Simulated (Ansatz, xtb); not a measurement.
**Two structures of CO3S**

Structure I: a singlet given by its coordinates. Structure II: `O=C1OSO1`, a singlet. Both are isolated molecules in the gas phase, relaxed with r2SCAN-D4/def2-SVP.

I (Å):

```xyz
5

C    -1.8269   -0.0996   -1.5994
O    -1.4678    0.3140   -2.6457
O    -2.2974   -1.1335   -1.0216
O    -3.3686    1.2157    0.3678
S    -2.1245    0.4243    0.2278
```

Close contacts (Å): C1–O2 1.18, C1–O3 1.27, C1–S5 1.92, O3–S5 2.00, O4–S5 1.48.

II (Å):

```xyz
5

C    -2.4972   -0.3136   -1.1052
O    -3.0633   -1.2829   -1.4795
O    -1.8700   -0.0946    0.0866
O    -2.3050    0.8706   -1.7551
S    -1.4296    1.5145   -0.3993
```

Task: Estimate E(II) − E(I) at the level CCSD(T)/def2-TZVP.

Result: Calculated at CCSD(T)/def2-TZVP: E(II) − E(I) = −0.344 eV, so structure II lies lower.

How the difference moves with the method:

| level | geometry | E(II) − E(I) (eV) | departure from the last row (eV) | job, with rough time for the two |
| --- | --- | --- | --- | --- |
| GFN2-xTB | GFN2-xTB | −0.364 | −0.020 | optimisation, 0.37 s |
| HF/STO-3G | GFN2-xTB | −5.352 | −5.008 | single point, 0.92 s |
| r2SCAN-D4/def2-SVP//GFN2-xTB | GFN2-xTB | −0.490 | −0.146 | single point, 6.7 s |
| r2SCAN-D4/def2-SVP | r2SCAN-D4/def2-SVP | −0.385 | −0.041 | optimisation, 77 s |
| HF/def2-TZVP | r2SCAN-D4/def2-SVP | −1.201 | −0.856 | part of the CCSD(T) run |
| MP2/def2-TZVP | r2SCAN-D4/def2-SVP | −0.010 | +0.334 | part of the CCSD(T) run |
| CCSD(T)/def2-TZVP | r2SCAN-D4/def2-SVP | −0.344 |  | single point, 3.7 min |

MP2/def2-TZVP finds them nearly level. The largest departure from CCSD(T)/def2-TZVP is that of HF/STO-3G, 5.008 eV.

With harmonic frequencies from r2SCAN-D4/def2-SVP (ideal gas, rigid rotor, one conformer each, 298.15 K, 1 atm): the zero-point term adds +0.051 eV; ΔH is −0.318 and ΔG −0.245 eV.

The T1 diagnostic of structure I is large, so the coupled-cluster value is less sure. The correlated steps freeze 9 core orbitals. Mirror images aren't counted in ΔG. Programs: Ansatz 0.2.0, xtb 6.7.1; the last row on 1 thread of AMD EPYC (Zen 3) on a shared host.
